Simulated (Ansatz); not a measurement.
**CHCl2− (SMILES Cl[CH-]Cl): one structure at several levels**

Aim: energy, forces and dipole at a structure displaced at random from a GFN2-xTB minimum, from CCSD(T) and from density functionals.

The runs use Ansatz 0.2.0, Gaussian basis; single points in def2-TZVPPD.

Cores are frozen in the correlated methods.

## Step 1: Where the work starts

SMILES `Cl[CH-]Cl`, 4 atoms, charge -1, spin multiplicity 1.

Atoms are counted from 1 here; the program's logs count them from 0.

Bond lengths: Cl1–C2 1.788 Å, C2–Cl3 1.906 Å, C2–H4 1.050 Å. Angles: Cl1–C2–Cl3 102.0°, Cl1–C2–H4 105.8°, Cl3–C2–H4 92.6°.

As a file:

```xyz
4
CHCl2
Cl   -1.6150    0.3281   -0.3637
C     0.1480    0.0708   -0.5172
Cl    0.4704   -1.2689    0.7990
H     0.5982    0.8191    0.0650
```

## Step 2: CCSD(T)/def2-TZVPPD

The input, run/in.yaml:

```yaml
crystal:
  periodic: [false, false, false]
  atoms:
    - {symbol: Cl, position_ang: [-1.615000, 0.328100, -0.363700]}
    - {symbol: C, position_ang: [0.148000, 0.070800, -0.517200]}
    - {symbol: Cl, position_ang: [0.470400, -1.268900, 0.799000]}
    - {symbol: H, position_ang: [0.598200, 0.819100, 0.065000]}
basis:
  gaussian: {orbitals: "def2-TZVPPD.json"}
total_charge: -1
correlation: {method: ccsd_t}
output: {forces: true}
```

The basis file named in the input lies beside it (Basis Set Exchange, JSON).

No record of the launch command was kept for these runs.

## Step 3: PBE0-D4/def2-TZVPPD

Edit run/in.yaml of step 2 so:

```diff
@@ -10,3 +10,3 @@
 total_charge: -1
-correlation: {method: ccsd_t}
-output: {forces: true}
+hamiltonian: {xc: pbe0, dispersion: d4}
+output: {forces: true, orbitals: {seedname: orbitals}}
```

## Step 4: wB97M-V/def2-TZVPPD

Edit run/in.yaml of step 3 so:

```diff
@@ -10,3 +10,3 @@
 total_charge: -1
-hamiltonian: {xc: pbe0, dispersion: d4}
-output: {forces: true, orbitals: {seedname: orbitals}}
+hamiltonian: {xc: {name: wB97M-V}}
+output: {forces: true}
```

## Step 5: r2SCAN-D4/def2-TZVPPD

Edit run/in.yaml of step 4 so:

```diff
@@ -10,3 +10,3 @@
 total_charge: -1
-hamiltonian: {xc: {name: wB97M-V}}
+hamiltonian: {xc: r2scan, dispersion: d4}
 output: {forces: true}
```

## Step 6: PBE-D4/def2-TZVPPD

Edit run/in.yaml of step 5 so:

```diff
@@ -10,3 +10,3 @@
 total_charge: -1
-hamiltonian: {xc: r2scan, dispersion: d4}
+hamiltonian: {xc: pbe, dispersion: d4}
 output: {forces: true}
```

## Step 7: B97M-V/def2-TZVPPD

Edit run/in.yaml of step 6 so:

```diff
@@ -10,3 +10,3 @@
 total_charge: -1
-hamiltonian: {xc: pbe, dispersion: d4}
+hamiltonian: {xc: {name: B97M-V}}
 output: {forces: true}
```

## Step 8: revPBE-D4/def2-TZVPPD

Edit run/in.yaml of step 7 so:

```diff
@@ -10,3 +10,3 @@
 total_charge: -1
-hamiltonian: {xc: {name: B97M-V}}
+hamiltonian: {xc: {name: revPBE}, dispersion: d4}
 output: {forces: true}
```

(Steps that only read results are left out.)

Before running it: what results should come out? Wanted: RMS force component; RMS force error; HOMO and LUMO, PBE0-D4; T1 diagnostic.

The runs gave:

| quantity | value |
| --- | --- |
| RMS force component | 0.836 to 1.043 eV/Å over the methods |
| RMS force error | PBE0-D4 0.166, wB97M-V 0.101, r2SCAN-D4 0.051, PBE-D4 0.130, B97M-V 0.070, revPBE-D4 0.156 eV/Å |
| HOMO and LUMO, PBE0-D4 | -0.10 and 3.96 eV |
| T1 diagnostic | 0.012 |

In words: The forces of r2SCAN-D4 come nearest to CCSD(T), those of PBE0-D4 are farthest. Frozen-core CCSD(T) forces in triple zeta carry basis errors of their own, and this is one geometry, so small gaps rank nothing.
